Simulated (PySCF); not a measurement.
Dissociation curve of SMILES S (H₂S). The S1–H3 bond (S1 also carries H; H3 carries nothing else) is pulled apart rigidly from the PBE0/def2-TZVP optimised geometry.

- UHF/6-31G (PySCF)
- UKS-BHandHLYP = unrestricted BHandHLYP/6-31G (PySCF)
- RHF/6-31G (PySCF)

Magnitude of the dipole moment (D; its direction can reverse along the curve, and a method can change to another solution) and Mulliken charge of the fragment that holds S1:

```json
[
 {"R / Å": "1.01", "μ UHF": "2.00", "q UHF": "-0.03", "μ UKS-BHandHLYP": "2.04", "q UKS-BHandHLYP": "-0.05", "μ RHF": "2.00", "q RHF": "-0.03"},
 {"R / Å": "1.08", "μ UHF": "1.98", "q UHF": "-0.03", "μ UKS-BHandHLYP": "2.01", "q UKS-BHandHLYP": "-0.04", "μ RHF": "1.98", "q RHF": "-0.03"},
 {"R / Å": "1.15", "μ UHF": "1.95", "q UHF": "-0.03", "μ UKS-BHandHLYP": "1.97", "q UKS-BHandHLYP": "-0.05", "μ RHF": "1.95", "q RHF": "-0.03"},
 {"R / Å": "1.20", "μ UHF": "1.92", "q UHF": "-0.04", "μ UKS-BHandHLYP": "1.94", "q UKS-BHandHLYP": "-0.05", "μ RHF": "1.92", "q RHF": "-0.04"},
 {"R / Å": "1.26", "μ UHF": "1.89", "q UHF": "-0.05", "μ UKS-BHandHLYP": "1.91", "q UKS-BHandHLYP": "-0.05", "μ RHF": "1.89", "q RHF": "-0.05"},
 {"R / Å": "1.29", "μ UHF": "1.87", "q UHF": "-0.05", "μ UKS-BHandHLYP": "1.89", "q UKS-BHandHLYP": "-0.06", "μ RHF": "1.87", "q RHF": "-0.05"},
 {"R / Å": "1.34", "μ UHF": "1.85", "q UHF": "-0.06", "μ UKS-BHandHLYP": "1.86", "q UKS-BHandHLYP": "-0.06", "μ RHF": "1.85", "q RHF": "-0.06"},
 {"R / Å": "1.37", "μ UHF": "1.83", "q UHF": "-0.06", "μ UKS-BHandHLYP": "1.84", "q UKS-BHandHLYP": "-0.07", "μ RHF": "1.83", "q RHF": "-0.06"},
 {"R / Å": "1.41", "μ UHF": "1.81", "q UHF": "-0.07", "μ UKS-BHandHLYP": "1.82", "q UKS-BHandHLYP": "-0.07", "μ RHF": "1.81", "q RHF": "-0.07"},
 {"R / Å": "1.47", "μ UHF": "1.78", "q UHF": "-0.07", "μ UKS-BHandHLYP": "1.78", "q UKS-BHandHLYP": "-0.08", "μ RHF": "1.78", "q RHF": "-0.07"},
 {"R / Å": "1.54", "μ UHF": "1.74", "q UHF": "-0.08", "μ UKS-BHandHLYP": "1.75", "q UKS-BHandHLYP": "-0.08", "μ RHF": "1.74", "q RHF": "-0.08"},
 {"R / Å": "1.65", "μ UHF": "1.70", "q UHF": "-0.09", "μ UKS-BHandHLYP": "1.69", "q UKS-BHandHLYP": "-0.09", "μ RHF": "1.70", "q RHF": "-0.09"},
 {"R / Å": "1.82", "μ UHF": "1.60", "q UHF": "-0.09", "μ UKS-BHandHLYP": "1.63", "q UKS-BHandHLYP": "-0.09", "μ RHF": "1.64", "q RHF": "-0.10"},
 {"R / Å": "2.00", "μ UHF": "1.46", "q UHF": "-0.06", "μ UKS-BHandHLYP": "1.58", "q UKS-BHandHLYP": "-0.09", "μ RHF": "1.60", "q RHF": "-0.10"},
 {"R / Å": "2.20", "μ UHF": "1.40", "q UHF": "-0.04", "μ UKS-BHandHLYP": "1.49", "q UKS-BHandHLYP": "-0.07", "μ RHF": "1.58", "q RHF": "-0.09"},
 {"R / Å": "2.44", "μ UHF": "1.38", "q UHF": "-0.02", "μ UKS-BHandHLYP": "1.41", "q UKS-BHandHLYP": "-0.05", "μ RHF": "1.58", "q RHF": "-0.09"},
 {"R / Å": "2.65", "μ UHF": "1.37", "q UHF": "-0.01", "μ UKS-BHandHLYP": "1.38", "q UKS-BHandHLYP": "-0.03", "μ RHF": "1.59", "q RHF": "-0.09"},
 {"R / Å": "2.92", "μ UHF": "1.37", "q UHF": "-0.01", "μ UKS-BHandHLYP": "1.36", "q UKS-BHandHLYP": "-0.02", "μ RHF": "1.61", "q RHF": "-0.08"},
 {"R / Å": "3.30", "μ UHF": "1.37", "q UHF": "0.00", "μ UKS-BHandHLYP": "1.35", "q UKS-BHandHLYP": "-0.01", "μ RHF": "1.68", "q RHF": "-0.08"},
 {"R / Å": "3.61", "μ UHF": "1.37", "q UHF": "0.00", "μ UKS-BHandHLYP": "1.36", "q UKS-BHandHLYP": "0.00", "μ RHF": "1.75", "q RHF": "-0.08"},
 {"R / Å": "4.03", "μ UHF": "1.38", "q UHF": "0.00", "μ UKS-BHandHLYP": "1.36", "q UKS-BHandHLYP": "0.00", "μ RHF": "1.88", "q RHF": "-0.08"},
 {"R / Å": "4.64", "μ UHF": "1.38", "q UHF": "0.00", "μ UKS-BHandHLYP": "1.36", "q UKS-BHandHLYP": "0.00", "μ RHF": "2.07", "q RHF": "-0.07"}
]
```

The unrestricted determinant behind UHF is spin-contaminated at 1.82 to 4.64 Å (<S²> up to 1.0, against 0.00 for a pure singlet). The unrestricted determinant behind UKS-BHandHLYP is spin-contaminated at 2.00 to 4.64 Å (<S²> up to 1.0, against 0.00 for a pure singlet). The restricted form behind RHF keeps the bonding electrons paired and can't separate into open-shell fragments.
